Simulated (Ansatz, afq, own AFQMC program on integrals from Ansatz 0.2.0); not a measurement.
AFQMC on a folder of integrals that Ansatz 0.2.0 wrote.

```yaml
crystal:
  periodic: [false, false, false]
  atoms:
    - {symbol: Ge, position_ang: [0.000000, 0.000000, 0.000000]}
basis:
  gaussian: {orbitals: 6-31G}
magnetization: {spin_polarized: true, initial_magnetization: 2}
correlation: {method: ccsd_t, electrons: outside_noble_gas, hamiltonian_folder: ham}
```

```sh
$ ansatz run in.yaml --threads 1 --pin off --events-out ev --progress --plain --max-ram 16896MiB --backend cuda --devices 0, --max-vram 18GiB
```

Options of the walk:

```
--method phaseless --trial hf --walkers 4000 --populations 20 --least-time 40 --time-step 0.005 --steps-per-block 20 --equilibration-blocks 112 --max-blocks 4000 --target-error 0.00036 --factor-cut 1e-05 --start spin_pure --seed 2481 --taylor-order 6
```

Times are imaginary, in 1/Eh. The walk had a cap of 49 s. With eight or more populations the least sampling time is a fifth of least-time, and the error comes from their spread. Filled inner d shells are frozen with the cores.

Output of the walk:

```
orbitals 15  electrons 3 1  factors 89 of 195
reference energy -2074.98922128 Eh
CCSD correlation -0.02461280 Eh in 9 cycles, weight of the determinant in the CISD state 0.9746
energy of the start -2074.989226 Eh
 block  time / (1/Eh)  mean weight  energy / Eh
     1     0.100  1.0001  -2074.992356
     2     0.200  1.0001  -2074.994895
     3     0.300  1.0001  -2074.996906
     4     0.400  1.0001  -2074.998730
     5     0.500  1.0000  -2075.000110
     8     0.800  1.0001  -2075.003431
    13     1.300  1.0000  -2075.007900
    25     2.500  1.0000  -2075.011591
    37     3.700  1.0001  -2075.012703
    49     4.900  1.0000  -2075.013565
    61     6.100  1.0001  -2075.012563
    73     7.300  1.0000  -2075.013320
    85     8.500  1.0000  -2075.012660
    97     9.700  1.0000  -2075.013223
   109    10.900  0.9998  -2075.012926
   121    12.100  0.9998  -2075.012294
   133    13.300  1.0001  -2075.014239
   145    14.500  1.0001  -2075.012666
   157    15.700  1.0000  -2075.012633
   169    16.900  1.0000  -2075.013615
   181    18.100  1.0001  -2075.013938
   189    18.900  0.9999  -2075.012719
error from the spread of 20 populations
energy -2075.013006 +/- 0.000231 Eh
(rows thinned)
```

The run passed its tests (sampling time, drift between the halves within three errors, error under three times the target), which doesn't prove that it has relaxed.

Against this walk (error 6.3 meV) on the same determinant: CCSD(T) 26.0 meV lower, CCSDT(Q) 27.2 meV lower, full CI 27.2 meV lower, a separate phaseless walk with a CISD trial and standard settings 26.9 ± 6.3 meV lower. The error is statistical and leaves out the bias of the constraint. Full CI is exact here, so the walk's 27 meV above it is the walk's own error: the bias of the constraint with this trial. It lies above even CCSD, by 23 meV.

Cautions: constraint bias not in the error; no relativity below Rb; no spin-orbit coupling; inner d shell frozen.

The walk took 11 s on 1 × NVIDIA H100 80GB HBM3 with 2 threads of AMD EPYC 7R13 Processor (Zen 3), on a shared host (the card was shared). The log's last line is the phaseless energy.

CCSDT and higher add their correlation energy to the determinant of the CCSD(T) run, since their own runs factorise the integrals more tightly (a shift of under 2 meV). A walk keeps the symmetry of its determinant, which the program's search chose and which needn't be the lowest solution, so a lower state of the same spin and another symmetry isn't excluded.
